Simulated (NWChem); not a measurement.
# SiS (SMILES [Si-]#[S+]): B3LYP/def2-TZVP

Aim: the vertical ionisation energy of SiS at B3LYP/def2-TZVP, from 2 runs. 

The calculation is run with NWChem 7.3.0.

## Step 1: The molecule

SiS: 2 atoms, total charge 0, spin state singlet. SMILES: `[Si-]#[S+]`. Geometry: the measured bond length.

Bond lengths: Si1–S2 1.929 Å.

## Step 2: The energy at B3LYP/def2-TZVP

The input, mymol.nw:

```
start mymol
title "silylene, thioxo-"
memory total 2200 mb
geometry units angstroms noautosym nocenter noautoz
 Si       0.000000       0.000000       0.000000
 S        0.000000       0.000000       1.929321
end
basis "ao basis" spherical bse
 * library def2-TZVP
end
dft
 xc b3lyp
 mult 1
 grid fine
 convergence energy 1e-08
 maxiter 100
 mulliken
 print low
end
task dft energy
```

Command:

```console
$ nwchem mymol.nw > mymol.out
```

What it wrote (excerpt; [...] marks lines left out):

```text
[...]
 d= 0,ls=0.0,diis     1   -687.6930646270 -7.49D+02  1.69D-02  7.77D-01     0.6
[...]
 d= 0,ls=0.0,diis    10   -687.7509908490 -6.35D-09  4.45D-07  1.78D-09     4.1
         Total DFT energy =     -687.750990848981
      One electron energy =    -1073.792249057110
           Coulomb energy =      371.201368122217
    Exchange-Corr. energy =      -46.599188105810
 Nuclear repulsion energy =       61.439078191723
[...]
      Total Density - Mulliken Population Analysis
     ---------------------------------------------
    Atom       Charge   Shell Charges
 -----------   ------   -------------------------------------------------------
    1 Si  14    13.77   2.00  0.58  1.39  1.17  0.77  4.11  1.69  0.51  0.97  0.39  0.07  0.10  0.02
    2 S   16    16.23   2.01  0.47  1.49  1.14  0.71  4.19  1.66  0.95  2.29  1.27  0.02  0.04  0.00
[...]
```

Run time: 4.8 s. Hardware: 1 thread of AMD EPYC 9R45 (Zen 5), shared host; peak memory 0.11 GiB.

## Step 3: The doublet cation at the same level

The input, calc.nw:

```
start calc
title "SSi B3LYP"
memory stack 880 mb heap 220 mb global 1100 mb
charge 1

geometry units angstrom noautosym nocenter noautoz
 Si    0.000000    0.000000    0.000000
 S     0.000000    0.000000    1.929321
end

basis "ao basis" spherical bse
 * library def2-TZVP
end

dft
 xc b3lyp
 mult 2
 grid fine
 convergence energy 1e-08
 iterations 100
 mulliken
 print low
end

task dft energy
```

Command:

```console
$ nwchem calc.nw > calc.out
```

What it wrote (excerpt; [...] marks lines left out):

```text
[...]
 d= 0,ls=0.0,diis     1   -687.1013126268 -7.49D+02  1.66D-02  1.24D+00     0.7
[...]
 d= 0,ls=0.0,diis    14   -687.3681877189 -5.57D-09  3.80D-07  1.11D-10     6.9
[...]
         Total DFT energy =     -687.368187718855
      One electron energy =    -1064.878677743039
           Coulomb energy =      362.375276078094
    Exchange-Corr. energy =      -46.303864245633
 Nuclear repulsion energy =       61.439078191723
[...]
      Total Density - Mulliken Population Analysis
     ---------------------------------------------
    Atom       Charge   Shell Charges
 -----------   ------   -------------------------------------------------------
    1 Si  14    13.23   2.00  0.58  1.39  1.25  0.41  4.11  1.69  0.47  0.92  0.21  0.06  0.10  0.02
    2 S   16    15.77   2.01  0.47  1.49  1.20  0.69  4.18  1.67  0.92  2.19  0.89  0.02  0.04  0.01
[...]
      <S2> =      0.7569 (Exact =     0.7500)
[...]
```

It took 7.8 s on 1 thread of AMD EPYC 9R45 (Zen 5), shared host; peak memory 0.11 GiB.

## Step 4: Outcome

At B3LYP/def2-TZVP:

| quantity | value |
| --- | --- |
| singlet SiS: total energy | -687.75099 Eh |
| doublet cation: total energy | -687.36819 Eh |
| doublet cation: ⟨S²⟩ | 0.757 |
| vertical ionisation energy (to the doublet cation) | 10.417 eV |

Removing an electron at fixed nuclei costs 10.42 eV (1005 kJ/mol).
